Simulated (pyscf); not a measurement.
5 gas-phase steps of one pattern: four-centre exchange on the singlet surface, Al–C + H–H or C–Ga + H–H or C–In + H–H broken and Al–H + C–H or C–H + Ga–H or C–H + H–In formed. Structures and frequencies: ωB97X-D3(BJ)/def2-SVP in PySCF. Electronic energies in kcal/mol, from the separated reactants; ΔE‡ at ωB97M-D3(BJ)/def2-TZVP, beside the barrier at PBE/def2-TZVP on the same structures. Rows were drawn at random from the steps of this pattern with a verified saddle, stable references and no exit in the data more than 5 kcal/mol lower.

```tsv
row	step	ΔE‡(PBE)	ΔE‡
1	H₃C–InH₂ (SMILES [CH3][InH2]) + H₂ (SMILES [H][H]) -> CH₄ (SMILES C) + InH₃ (SMILES [InH3])	28.2	34.0
2	H₃C–In(OH)–OH (SMILES [CH3][In]([OH])[OH]) + H₂ (SMILES [H][H]) → HO–InH–OH (SMILES [OH][InH][OH]) + CH₄ (SMILES C)	45.6	49.9
3	H₃C–GaH₂ (SMILES [CH3][GaH2]) + H₂ (SMILES [H][H]) → CH₄ (SMILES C) + GaH₃ (SMILES [GaH3])	24.5	30.7
4	H₃C–Ga(OH)–OH (SMILES [CH3][Ga]([OH])[OH]) + H₂ (SMILES [H][H]) -> HO–GaH–OH (SMILES [OH][GaH][OH]) + CH₄ (SMILES C)	42.6	47.5
5	H₃C–Al(CH₃)–F (SMILES [CH3][Al]([CH3])[F]) + H₂ (SMILES [H][H]) → CH₄ (SMILES C) + H₃C–AlH–F (SMILES [CH3][AlH][F])	24.2	?
```

Task: Fit ΔE‡ = a + b·ΔE‡(PBE) to the other rows and predict row 5.

Result: Over the 4 complete rows the means are +35.2 (ΔE‡(PBE)) and 40.5 (ΔE‡); least squares gives b = 0.92 and a = 8.1 kcal/mol, with residuals of 0.1 kcal/mol (root mean square; largest 0.2, row 4). For row 5: 8.1 + 0.92 × (+24.2) = 30.4 kcal/mol, an extrapolation. The computed barrier is 29.6 kcal/mol, 0.8 under the line. The line follows these rows closely. Each barrier is that of the saddle found. Elements up to Kr have no core potential and no relativistic terms here. Elements past Kr carry the def2 core potentials, without spin-orbit coupling.
